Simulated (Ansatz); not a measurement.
For hcp Y, BLYP (plane waves, PAW; Ansatz, an electronic-structure program) gives:

lattice parameter a: 3.690 Å
c axis length: 5.723 Å
bulk modulus B0: 39.0 GPa
cohesive energy: 3.24 eV/atom

Q: What does r²SCAN in Ansatz (plane waves, PAW) give for the same quantities?

A: 
- lattice constant a: 3.683 Å (drops by 0.2 %)
- lattice parameter c: 5.699 Å (drops by 0.4 %)
- bulk modulus: 40.6 GPa (grows by 4.1 %)
- cohesive energy: 4.08 eV/atom (rises by 0.84 eV/atom)

For comparison: lattice constant a 3.648 Å (measured, 293 K, not corrected to a static lattice; as tabulated in Wikipedia's data pages); lattice parameter c 5.732 Å (measured, 293 K, not corrected to a static lattice; as tabulated in Wikipedia's data pages); bulk modulus 41.7 GPa (measured, zero-point energy and finite temperature contributions removed, our sources range from 37.3 to 41.7; as tabulated in doi:10.1021/acs.jctc.3c00612); cohesive energy 4.42 eV/atom (measured, finite-temperature (and zero-point) corrections as in the cited sets; as tabulated in Jana et al. (2018), arXiv:1807.00350).

Changes are worked out from the printed values.

Unless a cell is named, each level is at its own relaxed cell (BLYP 33.74, r²SCAN 33.48 Å³/atom).

The crystal itself was run without spin with BLYP, r²SCAN; a magnetic state was not tried in these runs.

Ansatz's density-functional and Hartree–Fock values are scalar-relativistic unless marked +SOC, with PAW data made under PBE.
